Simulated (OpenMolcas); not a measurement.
A ladder of methods for CH4BO (SMILES [BH]OC)

CH4BO: 7 atoms, total charge 0, spin state doublet. As SMILES, `[BH]OC`. Geometry: relaxed at PBE0-D4/def2-TZVP. This is one conformer, not always the lowest.

Quantity: the vertical ionisation energy (to the singlet cation), in eV. The values are calculated.

```json
{"level": "UHF/def2-TZVP", "kind": "Hartree–Fock", "program": "OpenMolcas", "value (eV)": "7.78", "CPU time (all runs)": "33 s"}
{"level": "USVWN5/def2-TZVP", "kind": "LDA", "program": "OpenMolcas", "value (eV)": "7.99", "CPU time (all runs)": "73 s"}
{"level": "U-revPBE/def2-TZVP", "kind": "GGA", "program": "OpenMolcas", "value (eV)": "8.00", "CPU time (all runs)": "1.8 min"}
{"level": "UM06-L/def2-TZVP", "kind": "meta-GGA", "program": "OpenMolcas", "value (eV)": "8.05", "CPU time (all runs)": "2.5 min"}
{"level": "UTPSS/def2-TZVP", "kind": "meta-GGA", "program": "OpenMolcas", "value (eV)": "8.08", "CPU time (all runs)": "2.3 min"}
{"level": "UB3LYP/def2-TZVP", "kind": "global hybrid", "program": "OpenMolcas", "value (eV)": "8.11", "CPU time (all runs)": "1.7 min"}
{"level": "UBHLYP/def2-TZVP", "kind": "global hybrid", "program": "OpenMolcas", "value (eV)": "8.08", "CPU time (all runs)": "97 s"}
{"level": "UM06-2X/def2-TZVP", "kind": "hybrid meta-GGA", "program": "OpenMolcas", "value (eV)": "8.08", "CPU time (all runs)": "2.2 min"}
```

The values span 7.78 to 8.11 eV. Times are those of the runs behind each value, whatever else they computed, on shared processors of several kinds: orders of magnitude only.
